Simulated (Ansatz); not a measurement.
**[BNH4]− (SMILES [BH2-]N): methods side by side**

[BNH4]−: 6 atoms, total charge -1, spin state doublet. As SMILES, `[BH2-]N`. Geometry: relaxed at GFN2-xTB.

```xyz
6

B    -0.4092   -0.6844    0.1812
N    -0.1751    0.8689    0.0985
H     0.6202   -1.3231    0.5739
H    -0.8077   -1.1319   -0.9153
H     0.2962    1.1340   -0.7764
H     0.4756    1.1365    0.8381
```

Each level gives the energy change with the B1–H3 bond stretched from 1.274 to 1.910 Å (eV). The values are calculated.

```tsv
level	kind	program	value (eV)	less FCI/STO-3G	CPU time (all runs)
U-revPBE/STO-3G	GGA	Ansatz	2.07	-0.34	2.4 s
U-r2SCAN/STO-3G	meta-GGA	Ansatz	2.28	-0.13	5.2 s
U-r2SCAN0/STO-3G	hybrid meta-GGA	Ansatz	2.52	+0.11	5.5 s
UB2PLYP/STO-3G	double hybrid	Ansatz	2.44	+0.03	2.5 s
RPA@PBE/STO-3G	RPA	Ansatz	2.19	-0.22	2.7 s
UMP2/STO-3G	perturbation theory	Ansatz	2.63	+0.22	0.13 s
UBCCD(T)/STO-3G	coupled cluster or CI	Ansatz	2.41	0.00	0.37 s
UCCSDT(Q)/STO-3G	coupled cluster or CI	Ansatz	2.41	0.00	1.3 s
FCI/STO-3G	exact in the basis	Ansatz	2.41	0.00	8.6 s
```

FCI/STO-3G is exact within its basis and frozen core, so for wave-function methods in that basis the difference is their error; functionals converge differently with the basis, so for them it is only a difference. Sets without diffuse functions describe the anion poorly. The first shape isn't each level's own minimum. The values span 2.07 to 2.63 eV. All rows use very small basis sets, so even the best lies far from the true value. Times are those of the runs behind each value, whatever else they computed, on shared processors of several kinds: orders of magnitude only.
